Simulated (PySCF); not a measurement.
# SiH2Cl2 (SMILES Cl[SiH2]Cl): PBE/STO-3G

What is the vertical singlet–triplet gap of SiH2Cl2 at PBE/STO-3G? The job is set up through a Python script.

The results are computed with PySCF 2.14.0.

6 further runs of the same task are left out: 6 set aside as unsound or not needed.

## Step 1: The system as given

SiH2Cl2: 5 atoms, total charge 0, spin state singlet. As SMILES, `Cl[SiH2]Cl`. Geometry: relaxed at PBE0-D4/def2-TZVP.

Bond lengths: Cl1–Si2 2.040 Å, Si2–Cl3 2.040 Å, Si2–H4 1.476 Å, Si2–H5 1.476 Å. Angles: Cl1–Si2–Cl3 110.1°, Cl1–Si2–H4 108.5°, Cl1–Si2–H5 108.5°, Cl3–Si2–H4 108.5°, Cl3–Si2–H5 108.5°, H4–Si2–H5 112.7°.

## Step 2: A single-point energy at PBE/STO-3G

Input file calc.py:

```python
from pyscf import gto, dft

mol = gto.Mole()
mol.atom = '''
Cl    -1.957945    -0.743418     3.041136
Si     0.258515    -0.135493    -0.054613
Cl    -1.510269     2.261624    -2.501997
H      0.665184    -2.574185    -1.343973
H      2.639003     1.051822     0.781213
'''
mol.basis = 'sto-3g'
mol.charge = 0
mol.spin = 0
mol.unit = 'bohr'
mol.verbose = 3
mol.max_memory = 1860
mol.build()

mf = dft.RKS(mol, xc='pbe')
mf.grids.level = 5
mf.conv_tol = 1e-10
mf.kernel()
if not mf.converged:
    mf = mf.newton().run(mf.mo_coeff, mf.mo_occ)

etot = mf.e_tot
print('Final energy', etot)
```

Run with:

```bash
$ OMP_NUM_THREADS=1 python calc.py
```

Log:

```text
converged SCF energy = -1197.22617205077
Final energy -1197.2261720507736
```

Wall time 3.9 s (1 thread of Arm Neoverse V1, shared host); peak memory 0.24 GiB.

## Step 3: The triplet at the same level

Input file start.xyz:

```xyz
5
Cl2H2Si
Cl    -1.036100    -0.393400     1.609300
Si     0.136800    -0.071700    -0.028900
Cl    -0.799200     1.196800    -1.324000
H      0.352000    -1.362200    -0.711200
H      1.396500     0.556600     0.413400
```

Input file run.py:

```python
from pyscf import gto, dft

mol = gto.M(
    atom='start.xyz',
    charge=0,
    basis='sto-3g',
    verbose=3,
    spin=2,
    max_memory=1860,
)

ks = dft.UKS(mol)
ks.xc = 'pbe'
ks.grids.level = 5
ks.conv_tol = 1e-10
ks.kernel()
if not ks.converged:
    ks = ks.newton().run(ks.mo_coeff, ks.mo_occ)

etot = ks.e_tot
print(f'total energy: {etot:.8f} hartree')
```

Run with:

```bash
$ OMP_NUM_THREADS=1 python run.py
```

Log:

```text
WARN: HOMO 0.0116763717735081 >= LUMO -0.343339011737898

WARN: HOMO 0.0608602160679103 >= LUMO -0.11787604660295

WARN: HOMO 0.0861972744828816 >= LUMO -0.190471341350801

WARN: HOMO 0.108920346065357 >= LUMO -0.191868705501781

WARN: HOMO 0.106727041927845 >= LUMO -0.19262045456345

WARN: HOMO 0.106009833161048 >= LUMO -0.195519460022579

WARN: HOMO 0.104773370206812 >= LUMO -0.19728234506121

WARN: HOMO 0.104867119571912 >= LUMO -0.197448838922759

WARN: HOMO 0.104635151542609 >= LUMO -0.197235205604415

WARN: HOMO 0.104799966854626 >= LUMO -0.19735281220288

WARN: HOMO 0.104792295406392 >= LUMO -0.197361328750925

WARN: HOMO 0.104795402647901 >= LUMO -0.197367976111176

WARN: HOMO 0.104799661304346 >= LUMO -0.197370817753842

WARN: HOMO 0.104800080239538 >= LUMO -0.197371228430486

WARN: HOMO 0.104799807494336 >= LUMO -0.197371129880441

WARN: HOMO 0.104799782789705 >= LUMO -0.197371061484213

converged SCF energy = -1196.93371383691  <S^2> = 2.0010942  2S+1 = 3.0007294
total energy: -1196.93371384 hartree
```

Run time: 10 s. Hardware: 1 thread of Arm Neoverse V1, shared host; peak memory 0.25 GiB.

## Step 4: Results

Level: PBE/STO-3G.

```
                                        quantity           value
                           singlet: total energy  -1197.22617 Eh
                          singlet: dipole moment          2.50 D
                            singlet: HOMO energy        -5.64 eV
                            singlet: LUMO energy         2.08 eV
                          singlet: HOMO–LUMO gap         7.72 eV
                           triplet: total energy  -1196.93371 Eh
                          triplet: dipole moment          2.29 D
                                   triplet: ⟨S²⟩           2.001
vertical energy of the triplet above the singlet        7.958 eV
```

In words: At this shape the triplet lies 7.96 eV (184 kcal/mol) above the singlet. In a minimal basis such a difference can be off by several eV, whatever the method. Mulliken charges (singlet) run from -0.29 on Cl1 to +0.71 on Si2. Mulliken charges (triplet) run from -0.19 on Cl3 to +0.51 on Si2; they depend strongly on the basis.
